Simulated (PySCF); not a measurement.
**B2: a composite coupled-cluster curve**

Aim: bond length, wavenumber and bond energy of B2 near the limit of CCSD(T), built from two basis sets and any small corrections listed.

Computed with PySCF 2.14.0. Level: CCSD(T) on ROHF, no relativity in the base curves; scalar relativity is added as a correction.

## Step 1: Set-up

```yaml
molecule: B2
state: triplet, unpaired electrons π ↑↑
smaller_basis: B cc-pVTZ
larger_basis: B cc-pVQZ
frozen_core_orbitals: 2
extrapolation: correlation as n⁻³ (n = 3, 4), Hartree–Fock as (n+1)·exp(−9√n)
corrections: core–valence correlation, scalar relativity
distances_Å: 1.3812, 1.4440, 1.5068, 1.5696, 1.6324, 1.7108, 1.7893
masses_u: 11.0093, 11.0093
dissociation_limit: B + B
```

Started as:

```sh
$ OMP_NUM_THREADS=4 python comp.py task.json out
```

## Step 2: Coupled cluster at each distance

Before running it: what results should come out? Wanted: for each run, Re; ωe; ωexe; αe; De.

**Answer**, as computed:

```
               level  Re (Å)  ωe (cm⁻¹)  ωexe (cm⁻¹)  αe (cm⁻¹)  De (eV)
CCSD(T)/cc-pVTZ(-PP)  1.6002     1041.3         9.13     0.0144    2.721
CCSD(T)/cc-pVQZ(-PP)  1.5939     1047.9         9.10     0.0144    2.791
              HF/CBS  1.6361      937.0         9.93     0.0162    0.911
             MP2/CBS  1.5919     1097.5         8.78     0.0131    2.821
            CCSD/CBS  1.5946     1040.9         9.53     0.0149    2.413
         CCSD(T)/CBS  1.5906     1052.5         9.07     0.0144    2.836
      CCSD(T)/CBS+CV  1.5853     1060.2         9.09     0.0144    2.866
   CCSD(T)/CBS+CV+SR  1.5852     1059.8         9.10     0.0145    2.864
```

**Reading.** The last step gives Re = 1.5852 Å, ωe = 1059.8 cm⁻¹ and De = 2.864 eV; the smaller basis alone is off from it by +15.0 mÅ and -0.14 eV. Near the minimum the mean field binds by 0.87 eV and correlation adds 1.96 eV of binding. T1 is 0.042. Spin–orbit coupling and excitations beyond (T) are left out.
